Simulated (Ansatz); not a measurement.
Ideal-gas functions of C$_{2}$H$_{6}$S, SMILES `CSC` at 298.15 K and 1 bar, from an Ansatz frequency run at PBE0-D4/def2-TZVP.

Molar mass 62.14 g/mol, point group C2v (symmetry number 2), electronic degeneracy 1, moments of inertia 28.006, 66.22, 87.801 u Å². Harmonic wavenumbers (cm⁻¹, unscaled): 187, 187, 265, 720, 774, 908, 950, 988, 1052, 1336, 1360, 1453, 1463, 1470, 1479, 3043, 3047, 3120, 3129, 3151, 3152.

Use S(trans) = R[1.5 ln M + 2.5 ln T − 1.1517]; rotational temperatures θ = 24.2544 K / I; S(rot) = R[ln(√π/σ · √(T³/θAθBθC)) + 1.5]; for each mode x = 1.438777 ν̃/T, S = R[x/(eˣ − 1) − ln(1 − e⁻ˣ)] and H = RT x/(eˣ − 1); 1 cm⁻¹ = 0.0119627 kJ/mol; R = 8.31446 J/(mol·K).

By hand: the entropy, in J/(mol·K).

Translation 160.4. Rotation: θ = 0.866, 0.3663, 0.2762 K, giving 92.6. Vibration, mode by mode: 9.44, 9.44, 6.81, 1.19, 0.96, 0.57, 0.48, 0.41, 0.32, 0.10, 0.09, 0.06, 0.06, 0.06, 0.05, 0.00, 0.00, 0.00, 0.00, 0.00, 0.00, in all 30.0. Electronic 0.0. Sum 283.0 J/(mol·K).

By hand: H − E and G − E in kJ/mol, counted from the electronic energy.

Zero-point energy ½ × 33234 × 0.0119627 = 198.8; thermal vibration 5.3; translation, rotation and pV give 4 RT = 9.9. H − E = 214.0 kJ/mol, and G − E = 214.0 − 298.15 × 283.0/1000 = 129.6 kJ/mol.

Vibration gives 11 % of the entropy.
